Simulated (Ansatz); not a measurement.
A calculation with Ansatz (development build ahead of 0.2.0).

```yaml
crystal:
  periodic: [false, false, false]
  atoms:
    - { symbol: C, position_ang: [0.01445, -0.04707, -1.24763] }
    - { symbol: C, position_ang: [0.0238, -0.02076, 0.25323] }
    - { symbol: C, position_ang: [-0.02674, 0.01196, 1.38473] }
    - { symbol: H, position_ang: [0.02442, -0.9857, -1.64701] }
    - { symbol: H, position_ang: [-0.84635, 0.49656, -1.65222] }
    - { symbol: H, position_ang: [0.86093, 0.54493, -1.60839] }
    - { symbol: H, position_ang: [0.01148, -0.04851, 2.49545] }
basis:
  gaussian: { orbitals: def2-TZVP }
hamiltonian:
  xc: pbe0
output:
  forces: true
```

The input is written out in the form of the current development build from the run's settings.

The run gave:

| Item | Value |
| --- | --- |
| Converged | yes |
| Total energy | -116.52865 hartree |
| Spin squared of the determinant | 0.000 |
| Stability test | minimum among restricted orbitals |

Forces (eV/Å):
| atom | Fx | Fy | Fz |
| --- | --- | --- | --- |
| C1 | 0.046 | 3.376 | 2.217 |
| C2 | -0.036 | -0.350 | -10.347 |
| C3 | -0.030 | -0.087 | 10.528 |
| H4 | 0.160 | -2.672 | -0.936 |
| H5 | -0.174 | -0.186 | 0.286 |
| H6 | 0.195 | -0.314 | -0.021 |
| H7 | -0.160 | 0.233 | -1.727 |
